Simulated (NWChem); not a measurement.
carbonyl sulfide (COS); SMILES C(=S)=O

Results from NWChem. Structure relaxed at the PBE0/def2-SVP level.

Diagonal of the polarisability tensor at B3LYP/def2-SVPD, 589 nm: 52.65, 26.27, 26.27 bohr³.

Task: Find the mean polarisability volume, the molar refraction, and the refractive index that an ideal gas of it would have at 273.15 K and 1 atm.

Result: 
1. Mean: one third of the trace = 35.06 bohr³ × 0.14818 Å³/bohr³ = 5.20 Å³.
2. Molar refraction (Lorentz-Lorenz): (4π/3) N_A α = 13.1 cm³/mol.
3. Number density p/kT = 2.687 × 10⁻⁵ Å⁻³; n − 1 = 2π N α = 8.77 × 10⁻⁴.
